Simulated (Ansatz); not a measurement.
## [BCl2]+ (SMILES Cl[B+]Cl): methods side by side

[BCl2]+ has 3 atoms, charge +1, and is taken as a singlet. SMILES: `Cl[B+]Cl`. Geometry: optimised at wB97X-V/def2-SVP.

| atom | x (Å) | y (Å) | z (Å) |
| --- | --- | --- | --- |
| Cl | -1.2748 | 0.7899 | -0.6086 |
| B | 0.0000 | 0.0000 | 0.0000 |
| Cl | 1.2747 | -0.7899 | 0.6086 |

Quantity: the dissociation energy of the B2–Cl1 bond into doublet BCl+ and doublet Cl (shapes relaxed at wB97X-V/def2-SVP, no zero-point term), in eV. The values are calculated.

```
               level                    kind  program  value (eV)  less CCSD(T)/def2-TZVPP
       HF/def2-TZVPP            Hartree–Fock   Ansatz        4.61                    -1.41
    SVWN5/def2-TZVPP                     LDA   Ansatz        7.02                    +1.00
     BLYP/def2-TZVPP                     GGA   Ansatz        6.03                    +0.01
    B3LYP/def2-TZVPP           global hybrid   Ansatz        6.02                     0.00
  PBE0-D4/def2-TZVPP           global hybrid   Ansatz        6.19                    +0.17
CAM-B3LYP/def2-TZVPP  range-separated hybrid   Ansatz        6.05                    +0.03
  RPA@PBE/def2-TZVPP                     RPA   Ansatz        5.63                    -0.39
      MP2/def2-TZVPP     perturbation theory   Ansatz        6.22                    +0.20
  CCSD(T)/def2-TZVPP   coupled cluster or CI   Ansatz        6.02                     0.00
```

CCSD(T)/def2-TZVPP is the highest level here, not the true value. The values span 4.61 to 7.02 eV. Hartree–Fock misses the correlation of the electron pair that is broken and comes out low. Measured bond enthalpies also hold zero-point and thermal terms, a few tenths of an eV less.
